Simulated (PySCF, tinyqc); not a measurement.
Inside a calculation (part 1 of 2). Method: RHF in the sto-6g basis, for BH, spin multiplicity 1. This run ends on a higher stationary point, not on the lowest solution. The lowest restricted solution is unstable here: a spin-polarised one lies 0.0154 hartree lower (PySCF). Computed by tinyqc, a small Python program that keeps every step (integrals from PySCF). Settings: charge = 0, multiplicity = 1, basis = sto-6g, energy threshold = 1e-09, iteration cap = 58, orthogonalisation = symmetric, start = Wolfsberg-Helmholz matrix, DIIS depth = 3, DIIS from iteration = 2, method = RHF. Command: `OMP_NUM_THREADS=1 python tinyqc.py 31306 31307 out.jsonl` (the two numbers bound the seeds that draw the settings). One thread of a shared host (Intel(R) Xeon(R) Processor @ 2.60GHz), about 0.07 s of CPU time with the checks. Later iterations appear only in the table of the cycle.

## One-electron integrals

Geometry (angstrom):

| atom | x | y | z |
|---|---|---|---|
| B | 0.000000 | 0.000000 | 0.000000 |
| H | 0.000000 | 0.000000 | 1.086000 |

Basis sto-6g: exponents (1/bohr^2) and contraction coefficients of normalised primitives:

| element | l (shell) | exponent | coefficient |
|---|---|---|---|
| B | s (1) | 506.011147 | 0.009164 |
| B | s (1) | 92.776814 | 0.049362 |
| B | s (1) | 25.955658 | 0.168538 |
| B | s (1) | 8.916445 | 0.370563 |
| B | s (1) | 3.462507 | 0.416492 |
| B | s (1) | 1.426054 | 0.130334 |
| B | s (2) | 23.194575 | -0.013253 |
| B | s (2) | 4.590810 | -0.046992 |
| B | s (2) | 1.426819 | -0.033785 |
| B | s (2) | 0.548948 | 0.250242 |
| B | s (2) | 0.238410 | 0.595117 |
| B | s (2) | 0.109280 | 0.240706 |
| B | p (3) | 23.194575 | 0.003760 |
| B | p (3) | 4.590810 | 0.037679 |
| B | p (3) | 1.426819 | 0.173897 |
| B | p (3) | 0.548948 | 0.418036 |
| B | p (3) | 0.238410 | 0.425859 |
| B | p (3) | 0.109280 | 0.101708 |
| H | s (1) | 35.523221 | 0.009164 |
| H | s (1) | 6.513144 | 0.049361 |
| H | s (1) | 1.822143 | 0.168538 |
| H | s (1) | 0.625955 | 0.370563 |
| H | s (1) | 0.243077 | 0.416492 |
| H | s (1) | 0.100112 | 0.130334 |

Overlap, kinetic and nuclear-attraction integrals over the contracted functions; the nuclear repulsion is the sum of Za Zb / Rab.

nuclear repulsion = 2.43635917 hartree

overlap S:
```
           1B 1s     1B 2s    1B 2px    1B 2py    1B 2pz     2H 1s
1B 1s   1.000000  0.264891  0.000000  0.000000  0.000000  0.087196
1B 2s   0.264891  1.000000  0.000000  0.000000  0.000000  0.530945
1B 2px  0.000000  0.000000  1.000000  0.000000  0.000000  0.000000
1B 2py  0.000000  0.000000  0.000000  1.000000  0.000000  0.000000
1B 2pz  0.000000  0.000000  0.000000  0.000000  1.000000  0.520549
2H 1s   0.087196  0.530945  0.000000  0.000000  0.520549  1.000000
```

kinetic energy T (hartree):
```
            1B 1s      1B 2s    1B 2px    1B 2py    1B 2pz      2H 1s
1B 1s   10.947243  -0.333880  0.000000  0.000000  0.000000  -0.007586
1B 2s   -0.333880   0.374498  0.000000  0.000000  0.000000   0.116682
1B 2px   0.000000   0.000000  1.125026  0.000000  0.000000   0.000000
1B 2py   0.000000   0.000000  0.000000  1.125026  0.000000   0.000000
1B 2pz   0.000000   0.000000  0.000000  0.000000  1.125026   0.283422
2H 1s   -0.007586   0.116682  0.000000  0.000000  0.283422   0.768522
```

nuclear attraction V (hartree):
```
             1B 1s      1B 2s     1B 2px     1B 2py     1B 2pz      2H 1s
1B 1s   -23.878993  -2.873257   0.000000   0.000000  -0.023445  -1.061369
1B 2s    -2.873257  -4.211791   0.000000   0.000000  -0.181493  -2.095237
1B 2px    0.000000   0.000000  -4.164943   0.000000   0.000000   0.000000
1B 2py    0.000000   0.000000   0.000000  -4.164943   0.000000   0.000000
1B 2pz   -0.023445  -0.181493   0.000000   0.000000  -4.304993  -1.999546
2H 1s    -1.061369  -2.095237   0.000000   0.000000  -1.999546  -3.622723
```

core Hamiltonian H = T + V (hartree):
```
             1B 1s      1B 2s     1B 2px     1B 2py     1B 2pz      2H 1s
1B 1s   -12.931749  -3.207137   0.000000   0.000000  -0.023445  -1.068955
1B 2s    -3.207137  -3.837293   0.000000   0.000000  -0.181493  -1.978555
1B 2px    0.000000   0.000000  -3.039917   0.000000   0.000000   0.000000
1B 2py    0.000000   0.000000   0.000000  -3.039917   0.000000   0.000000
1B 2pz   -0.023445  -0.181493   0.000000   0.000000  -3.179966  -1.716124
2H 1s    -1.068955  -1.978555   0.000000   0.000000  -1.716124  -2.854201
```

## Two-electron integrals

Functions are numbered as in S; the eight-fold symmetry (ij|kl) = (ji|kl) = (kl|ij) leaves the list below.

Two-electron integrals (ij|kl) in chemists' order, unique and non-zero (hartree):
```
(11|11) 2.924993   (21|11) 0.480756   (21|21) 0.099484   (22|11) 0.743449
(22|21) 0.188967   (22|22) 0.544922   (31|31) 0.021096   (32|31) 0.030854
(32|32) 0.120443   (33|11) 0.743450   (33|21) 0.188967   (33|22) 0.544922
(33|33) 0.587109   (41|41) 0.021096   (42|41) 0.030854   (42|42) 0.120443
(43|43) 0.031641   (44|11) 0.743450   (44|21) 0.188967   (44|22) 0.544922
(44|33) 0.523827   (44|44) 0.587109   (51|51) 0.021096   (52|51) 0.030854
(52|52) 0.120443   (53|53) 0.031641   (54|54) 0.031641   (55|11) 0.743450
(55|21) 0.188967   (55|22) 0.544922   (55|33) 0.523827   (55|44) 0.523827
(55|55) 0.587109   (61|11) 0.165503   (61|21) 0.033088   (61|22) 0.062028
(61|33) 0.061691   (61|44) 0.061691   (61|51) 0.002583   (61|52) 0.004841
(61|55) 0.062704   (61|61) 0.011417   (62|11) 0.331875   (62|21) 0.085389
(62|22) 0.263698   (62|33) 0.256905   (62|44) 0.256905   (62|51) 0.009924
(62|52) 0.054179   (62|55) 0.277284   (62|61) 0.029906   (62|62) 0.164739
(63|31) 0.009814   (63|32) 0.042333   (63|53) 0.010643   (63|63) 0.020231
(64|41) 0.009814   (64|42) 0.042333   (64|54) 0.010643   (64|64) 0.020231
(65|11) 0.289083   (65|21) 0.075563   (65|22) 0.245971   (65|33) 0.232934
(65|44) 0.232934   (65|51) 0.017494   (65|52) 0.089020   (65|55) 0.272046
(65|61) 0.028080   (65|62) 0.180788   (65|65) 0.214474   (66|11) 0.475489
(66|21) 0.124948   (66|22) 0.429441   (66|33) 0.403969   (66|44) 0.403969
(66|51) 0.019674   (66|52) 0.134514   (66|55) 0.480384   (66|61) 0.045157
(66|62) 0.326437   (66|65) 0.392450   (66|66) 0.774999
```

## Orthogonalisation

S = U s U^T; symmetric (Loewdin) form X = U s^(-1/2) U^T, so that X^T S X = 1.

eigenvalues of S: 0.248801  0.798507  1.000000  1.000000  1.158086  1.794606

X:
```
            1B 1s      1B 2s    1B 2px    1B 2py     1B 2pz      2H 1s
1B 1s    1.029077  -0.152245  0.000000  0.000000  -0.013058   0.023559
1B 2s   -0.152245   1.221979  0.000000  0.000000   0.186981  -0.442562
1B 2px   0.000000   0.000000  1.000000  0.000000   0.000000   0.000000
1B 2py   0.000000   0.000000  0.000000  1.000000   0.000000   0.000000
1B 2pz  -0.013058   0.186981  0.000000  0.000000   1.180015  -0.427382
2H 1s    0.023559  -0.442562  0.000000  0.000000  -0.427382   1.368542
```

## Starting guess

The start is the generalised Wolfsberg-Helmholz matrix (K = 1.75) built on H; D = 2 C_occ C_occ^T.

D at the start:
```
            1B 1s      1B 2s     1B 2px     1B 2py     1B 2pz      2H 1s
1B 1s    1.996369  -0.010530   0.000000   0.000000  -0.135402  -0.195704
1B 2s   -0.010530   0.276367   0.000000   0.000000   0.333282   0.365285
1B 2px   0.000000   0.000000   1.171933  -0.985109   0.000000   0.000000
1B 2py   0.000000   0.000000  -0.985109   0.828067   0.000000   0.000000
1B 2pz  -0.135402   0.333282   0.000000   0.000000   0.409461   0.451687
2H 1s   -0.195704   0.365285   0.000000   0.000000   0.451687   0.499368
```

## Iteration 1: building the Fock matrix

J_ij = sum D_kl (ij|kl), K_ij = sum D_kl (ik|jl); F = H + J - 0.5 K; E = tr D H + tr D J / 2 - 0.25 tr D K + E_nn.

Coulomb J (hartree):
```
           1B 1s     1B 2s     1B 2px     1B 2py    1B 2pz     2H 1s
1B 1s   8.502292  1.645292   0.000000   0.000000  0.046721  0.563730
1B 2s   1.645292  3.548810   0.000000   0.000000  0.257205  1.829376
1B 2px  0.000000  0.000000   3.542818  -0.062339  0.000000  0.000000
1B 2py  0.000000  0.000000  -0.062339   3.521057  0.000000  0.000000
1B 2pz  0.046721  0.257205   0.000000   0.000000  3.582551  1.786178
2H 1s   0.563730  1.829376   0.000000   0.000000  1.786178  3.116623
```

exchange K (hartree):
```
            1B 1s     1B 2s     1B 2px     1B 2py     1B 2pz     2H 1s
1B 1s    5.874992  1.081484   0.000000   0.000000  -0.007722  0.371348
1B 2s    1.081484  0.925866   0.000000   0.000000   0.540634  0.839813
1B 2px   0.000000  0.000000   0.848763  -0.547196   0.000000  0.000000
1B 2py   0.000000  0.000000  -0.547196   0.657757   0.000000  0.000000
1B 2pz  -0.007722  0.540634   0.000000   0.000000   0.789480  0.879540
2H 1s    0.371348  0.839813   0.000000   0.000000   0.879540  1.271222
```

Fock matrix F (hartree):
```
            1B 1s      1B 2s    1B 2px    1B 2py     1B 2pz      2H 1s
1B 1s   -7.366953  -2.102587  0.000000  0.000000   0.027137  -0.690899
1B 2s   -2.102587  -0.751415  0.000000  0.000000  -0.194605  -0.569086
1B 2px   0.000000   0.000000  0.078519  0.211259   0.000000   0.000000
1B 2py   0.000000   0.000000  0.211259  0.152262   0.000000   0.000000
1B 2pz   0.027137  -0.194605  0.000000  0.000000   0.007845  -0.369716
2H 1s   -0.690899  -0.569086  0.000000  0.000000  -0.369716  -0.373189
```

total energy of this density = -24.65209530 hartree

## Iteration 1: diagonalisation and new density

Diagonalise F' = X^T F X, C = X C', fill 3 alpha and 3 beta electrons from the bottom; D = 2 C_occ C_occ^T. Each column has its largest component positive (the first on a tie).

F' = X^T F X (hartree):
```
           1          2         3         4          5          6
1  -7.191081  -1.122340  0.000000  0.000000   0.035861  -0.140394
2  -1.122340  -0.090145  0.000000  0.000000   0.063831  -0.500927
3   0.000000   0.000000  0.078519  0.211259   0.000000   0.000000
4   0.000000   0.000000  0.211259  0.152262   0.000000   0.000000
5   0.035861   0.063831  0.000000  0.000000   0.294938  -0.523107
6  -0.140394  -0.500927  0.000000  0.000000  -0.523107   0.198190
```

orbital energies (hartree): MO1 -7.370510, MO2 -0.484102, MO3 -0.099062, MO4 0.122700, MO5 0.329843, MO6 0.943814

coefficients C:
```
              MO1        MO2        MO3        MO4       MO5        MO6
1B 1s    0.993576  -0.177114   0.000000  -0.216859  0.000000   0.131574
1B 2s    0.024859   0.442829   0.000000   0.827221  0.000000  -0.930711
1B 2px   0.000000   0.000000   0.765485   0.000000  0.643454   0.000000
1B 2py   0.000000   0.000000  -0.643454   0.000000  0.765485   0.000000
1B 2pz  -0.000825   0.315271   0.000000  -0.601065  0.000000  -1.072169
2H 1s   -0.004625   0.544641   0.000000  -0.225631  0.000000   1.380005
```

D after iteration 1:
```
            1B 1s      1B 2s     1B 2px     1B 2py     1B 2pz      2H 1s
1B 1s    2.037127  -0.107463   0.000000   0.000000  -0.113318  -0.202118
1B 2s   -0.107463   0.393432   0.000000   0.000000   0.279182   0.482136
1B 2px   0.000000   0.000000   1.171933  -0.985109   0.000000   0.000000
1B 2py   0.000000   0.000000  -0.985109   0.828067   0.000000   0.000000
1B 2pz  -0.113318   0.279182   0.000000   0.000000   0.198794   0.343427
2H 1s   -0.202118   0.482136   0.000000   0.000000   0.343427   0.593311
```

## Iteration 2: building the Fock matrix

As before.

Coulomb J (hartree):
```
           1B 1s     1B 2s     1B 2px     1B 2py    1B 2pz     2H 1s
1B 1s   8.516231  1.642820   0.000000   0.000000  0.044661  0.562708
1B 2s   1.642820  3.539388   0.000000   0.000000  0.251497  1.823019
1B 2px  0.000000  0.000000   3.536686  -0.062339  0.000000  0.000000
1B 2py  0.000000  0.000000  -0.062339   3.514925  0.000000  0.000000
1B 2pz  0.044661  0.251497   0.000000   0.000000  3.566548  1.778256
2H 1s   0.562708  1.823019   0.000000   0.000000  1.778256  3.110708
```

exchange K (hartree):
```
            1B 1s     1B 2s     1B 2px     1B 2py     1B 2pz     2H 1s
1B 1s    5.914332  1.051088   0.000000   0.000000  -0.001250  0.364887
1B 2s    1.051088  0.995981   0.000000   0.000000   0.521345  0.889495
1B 2px   0.000000  0.000000   0.860439  -0.547196   0.000000  0.000000
1B 2py   0.000000  0.000000  -0.547196   0.669432   0.000000  0.000000
1B 2pz  -0.001250  0.521345   0.000000   0.000000   0.656598  0.807379
2H 1s    0.364887  0.889495   0.000000   0.000000   0.807379  1.285214
```

Fock matrix F (hartree):
```
            1B 1s      1B 2s    1B 2px    1B 2py     1B 2pz      2H 1s
1B 1s   -7.372684  -2.089861  0.000000  0.000000   0.021841  -0.688691
1B 2s   -2.089861  -0.795895  0.000000  0.000000  -0.190668  -0.600284
1B 2px   0.000000   0.000000  0.066550  0.211259   0.000000   0.000000
1B 2py   0.000000   0.000000  0.211259  0.140293   0.000000   0.000000
1B 2pz   0.021841  -0.190668  0.000000  0.000000   0.058282  -0.341558
2H 1s   -0.688691  -0.600284  0.000000  0.000000  -0.341558  -0.386100
```

total energy of this density = -24.70815123 hartree

## Iteration 2: diagonalisation and new density

As before.

F' = X^T F X (hartree):
```
           1          2         3         4          5          6
1  -7.201695  -1.101788  0.000000  0.000000   0.029683  -0.137747
2  -1.101788  -0.130715  0.000000  0.000000   0.070633  -0.520826
3   0.000000   0.000000  0.066550  0.211259   0.000000   0.000000
4   0.000000   0.000000  0.211259  0.140293   0.000000   0.000000
5   0.029683   0.070633  0.000000  0.000000   0.339703  -0.503057
6  -0.137747  -0.520826  0.000000  0.000000  -0.503057   0.180832
```

orbital energies (hartree): MO1 -7.375601, MO2 -0.502157, MO3 -0.111031, MO4 0.123001, MO5 0.317874, MO6 0.942882

coefficients C:
```
              MO1        MO2        MO3        MO4       MO5        MO6
1B 1s    0.994170  -0.191512   0.000000  -0.202567  0.000000   0.129682
1B 2s    0.022566   0.497132   0.000000   0.805776  0.000000  -0.922122
1B 2px   0.000000   0.000000   0.765485   0.000000  0.643454   0.000000
1B 2py   0.000000   0.000000  -0.643454   0.000000  0.765485   0.000000
1B 2pz  -0.000464   0.253892   0.000000  -0.605018  0.000000  -1.086146
2H 1s   -0.003992   0.540432   0.000000  -0.293167  0.000000   1.368923
```

D after iteration 2:
```
            1B 1s      1B 2s     1B 2px     1B 2py     1B 2pz      2H 1s
1B 1s    2.050103  -0.145544   0.000000   0.000000  -0.098169  -0.214936
1B 2s   -0.145544   0.495298   0.000000   0.000000   0.252415   0.537151
1B 2px   0.000000   0.000000   1.171933  -0.985109   0.000000   0.000000
1B 2py   0.000000   0.000000  -0.985109   0.828067   0.000000   0.000000
1B 2pz  -0.098169   0.252415   0.000000   0.000000   0.128923   0.274426
2H 1s   -0.214936   0.537151   0.000000   0.000000   0.274426   0.584165
```

## Iteration 3: building the Fock matrix

As before.

Coulomb J (hartree):
```
           1B 1s     1B 2s     1B 2px     1B 2py    1B 2pz     2H 1s
1B 1s   8.529391  1.644505   0.000000   0.000000  0.042080  0.562802
1B 2s   1.644505  3.541631   0.000000   0.000000  0.238306  1.815135
1B 2px  0.000000  0.000000   3.541696  -0.062339  0.000000  0.000000
1B 2py  0.000000  0.000000  -0.062339   3.519936  0.000000  0.000000
1B 2pz  0.042080  0.238306   0.000000   0.000000  3.563257  1.764050
2H 1s   0.562802  1.815135   0.000000   0.000000  1.764050  3.084451
```

exchange K (hartree):
```
            1B 1s     1B 2s     1B 2px     1B 2py     1B 2pz     2H 1s
1B 1s    5.923271  1.044460   0.000000   0.000000  -0.000657  0.361313
1B 2s    1.044460  1.047816   0.000000   0.000000   0.495353  0.904099
1B 2px   0.000000  0.000000   0.871174  -0.547196   0.000000  0.000000
1B 2py   0.000000  0.000000  -0.547196   0.680167   0.000000  0.000000
1B 2pz  -0.000657  0.495353   0.000000   0.000000   0.595611  0.749970
2H 1s    0.361313  0.904099   0.000000   0.000000   0.749970  1.249566
```

Fock matrix F (hartree):
```
            1B 1s      1B 2s    1B 2px    1B 2py     1B 2pz      2H 1s
1B 1s   -7.363994  -2.084862  0.000000  0.000000   0.018964  -0.686810
1B 2s   -2.084862  -0.819570  0.000000  0.000000  -0.190863  -0.615470
1B 2px   0.000000   0.000000  0.066193  0.211259   0.000000   0.000000
1B 2py   0.000000   0.000000  0.211259  0.139936   0.000000   0.000000
1B 2pz   0.018964  -0.190863  0.000000  0.000000   0.085485  -0.327059
2H 1s   -0.686810  -0.615470  0.000000  0.000000  -0.327059  -0.394533
```

total energy of this density = -24.72081405 hartree

## Iteration 3: DIIS over 2 matrices

error matrix X^T (FDS - SDF) X:
```
           1          2         3         4          5          6
1   0.000000  -0.002779  0.000000  0.000000   0.013522   0.000831
2   0.002779   0.000000  0.000000  0.000000  -0.034301  -0.016351
3   0.000000   0.000000  0.000000  0.000000   0.000000   0.000000
4   0.000000   0.000000  0.000000  0.000000   0.000000   0.000000
5  -0.013522   0.034301  0.000000  0.000000   0.000000   0.031770
6  -0.000831   0.016351  0.000000  0.000000  -0.031770   0.000000
```

B (overlaps of the stored error matrices):
```
               1              2
1  2.4180402e-02  1.1074595e-02
2  1.1074595e-02  5.2890200e-03
```

Minimise |sum c_i e_i|^2 with sum c_i = 1: solve [B -1; -1 0][c; lambda] = [0; -1] with B_ij = tr e_i^T e_j, and take F = sum c_i F_i.

DIIS coefficients: -0.790354  1.790354

extrapolated F (hartree):
```
            1B 1s      1B 2s    1B 2px    1B 2py     1B 2pz      2H 1s
1B 1s   -7.357125  -2.080912  0.000000  0.000000   0.016690  -0.685323
1B 2s   -2.080912  -0.838281  0.000000  0.000000  -0.191018  -0.627472
1B 2px   0.000000   0.000000  0.065911  0.211259   0.000000   0.000000
1B 2py   0.000000   0.000000  0.211259  0.139654   0.000000   0.000000
1B 2pz   0.016690  -0.191018  0.000000  0.000000   0.106984  -0.315600
2H 1s   -0.685323  -0.627472  0.000000  0.000000  -0.315600  -0.401198
```

## Iteration 3: diagonalisation and new density

As before.

F' = X^T F X (hartree):
```
           1          2         3         4          5          6
1  -7.188526  -1.089723  0.000000  0.000000   0.023125  -0.132338
2  -1.089723  -0.172532  0.000000  0.000000   0.069951  -0.531969
3   0.000000   0.000000  0.065911  0.211259   0.000000   0.000000
4   0.000000   0.000000  0.211259  0.139654   0.000000   0.000000
5   0.023125   0.069951  0.000000  0.000000   0.381442  -0.480689
6  -0.132338  -0.531969  0.000000  0.000000  -0.480689   0.155728
```

orbital energies (hartree): MO1 -7.359867, MO2 -0.525710, MO3 -0.111670, MO4 0.133486, MO5 0.317235, MO6 0.928204

coefficients C:
```
              MO1        MO2        MO3        MO4       MO5        MO6
1B 1s    0.994293  -0.202568   0.000000  -0.192448  0.000000   0.127334
1B 2s    0.022326   0.538425   0.000000   0.795858  0.000000  -0.907438
1B 2px   0.000000   0.000000   0.765485   0.000000  0.643454   0.000000
1B 2py   0.000000   0.000000  -0.643454   0.000000  0.765485   0.000000
1B 2pz   0.000489   0.203331   0.000000  -0.591790  0.000000  -1.103931
2H 1s   -0.004545   0.534472   0.000000  -0.362389  0.000000   1.354611
```

D after iteration 3:
```
            1B 1s      1B 2s     1B 2px     1B 2py     1B 2pz      2H 1s
1B 1s    2.059305  -0.173739   0.000000   0.000000  -0.081405  -0.225573
1B 2s   -0.173739   0.580799   0.000000   0.000000   0.218979   0.575343
1B 2px   0.000000   0.000000   1.171933  -0.985109   0.000000   0.000000
1B 2py   0.000000   0.000000  -0.985109   0.828067   0.000000   0.000000
1B 2pz  -0.081405   0.218979   0.000000   0.000000   0.082687   0.217345
2H 1s   -0.225573   0.575343   0.000000   0.000000   0.217345   0.571362
```
